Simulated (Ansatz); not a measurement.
This geometry of C2H4Li (7 atoms, charge 0, multiplicity 2) is a first-order saddle point.

Theory: UKS PBE0-D4/def2-SVP in Ansatz.

```xyz
7
Properties=species:S:1:pos:R:3
Li -2.236 0.267 0.037
C -0.348 -0.098 -0.456
C 0.686 0.101 0.595
H -0.253 -1.135 -0.857
H -0.065 0.506 -1.352
H 0.457 0.435 1.618
H 1.759 -0.076 0.415
```

(1) Which two structures does it join? (They come from a converged band through this point; their orientation in space is the band's.)

(2) How far does it lie above each of them?

Results:

(1) No bond is made or broken. The dihedral H5–C2–C3–H7 goes from -179 to 1°. The two ends are copies of one structure, up to a mirror image or an exchange of like atoms.

First end point:

```xyz
7
Properties=species:S:1:pos:R:3
Li -2.326 -0.100 0.693
C 0.119 -0.079 -0.720
C 0.647 0.112 0.493
H -0.021 -1.082 -1.135
H -0.167 0.761 -1.361
H 0.801 1.116 0.902
H 0.947 -0.728 1.128
```

Last end point:

```xyz
7
Properties=species:S:1:pos:R:3
Li -2.349 -0.107 0.649
C 0.109 -0.078 -0.706
C 0.662 0.113 0.496
H -0.038 -1.081 -1.119
H -0.185 0.762 -1.345
H 0.974 -0.726 1.125
H 0.827 1.117 0.899
```

(2) 24.7 kcal/mol above the first and 24.7 kcal/mol above the second. This is the barrier of this one path; another mechanism may lie lower.

Run time: 110 s on 1 CPU thread of a shared host.
